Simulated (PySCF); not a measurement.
Compound: benzyl, C₇H₇ (doublet state).
Structure used (PBE0-D3(BJ)/def2-SVP), in Å, numbered top down from 1:
```xyz
14
C7H7 angstrom
C      2.3197   -0.1866    0.0157
C      0.9167   -0.0733    0.0041
C      0.2763    1.1907   -0.1335
C     -1.1047    1.2953   -0.1440
C     -1.9049    0.1530   -0.0184
C     -1.2998   -1.1025    0.1180
C      0.0803   -1.2184    0.1297
H      2.9564    0.6951   -0.0805
H      2.8026   -1.1601    0.1215
H      0.8951    2.0865   -0.2314
H     -1.5725    2.2772   -0.2507
H     -2.9936    0.2406   -0.0273
H     -1.9198   -1.9971    0.2158
H      0.5468   -2.2012    0.2365
```

Jobs on this species (14 atoms, 49 electrons) with PySCF (density fitting). Hardware of each: one thread, Arm Neoverse V2, on a shared host. Times come from a shared host and carry two figures at best.

| level and settings | work | basis functions | SCF cycles | wall time |
| --- | --- | --- | --- | --- |
| UKS PBE0, IGLO-III on C, pcH-1 on H, non-relativistic, mean-field spin-orbit, GIAO | unrestricted SCF, g, hyperfine | 315 | ? | ? |
| UKS HF, IGLO-III on C, pcH-1 on H, non-relativistic, mean-field spin-orbit, GIAO | unrestricted SCF, g, hyperfine | 315 | ? | ? |
| UKS CAM-B3LYP, IGLO-III on C, pcH-1 on H, non-relativistic, mean-field spin-orbit, GIAO | unrestricted SCF, g, hyperfine | 315 | ? | ? |
| UKS B3LYP, IGLO-III on C, pcH-1 on H, non-relativistic, mean-field spin-orbit, GIAO | unrestricted SCF, g, hyperfine | 315 | 15 | 66 s |
| UKS BHandHLYP, IGLO-III on C, pcH-1 on H, non-relativistic, mean-field spin-orbit, GIAO | unrestricted SCF, g, hyperfine | 315 | 16 | 71 s |
| PBE0-D3(BJ)/def2-SVP, grid level 1 | geometry optimisation from a GFN2-xTB start | 133 | 45 | 58 s |
| UKS PBE, IGLO-III on C, pcH-1 on H, non-relativistic, mean-field spin-orbit, GIAO | unrestricted SCF, g, hyperfine | 315 | 14 | 30 s |

Question: Fill in the missing figures.

Answer: 
- UKS PBE0, IGLO-III on C, pcH-1 on H, non-relativistic, mean-field spin-orbit, GIAO; unrestricted SCF, g, hyperfine: 68 s, 15 SCF cycles
- UKS HF, IGLO-III on C, pcH-1 on H, non-relativistic, mean-field spin-orbit, GIAO; unrestricted SCF, g, hyperfine: 52 s, 16 SCF cycles
- UKS CAM-B3LYP, IGLO-III on C, pcH-1 on H, non-relativistic, mean-field spin-orbit, GIAO; unrestricted SCF, g, hyperfine: 98 s, 15 SCF cycles

Question: What do all jobs in the table cost together?

Answer: About 7.4 min; the longest takes about 22 % of that, and about 3.3 times as long as the shortest.
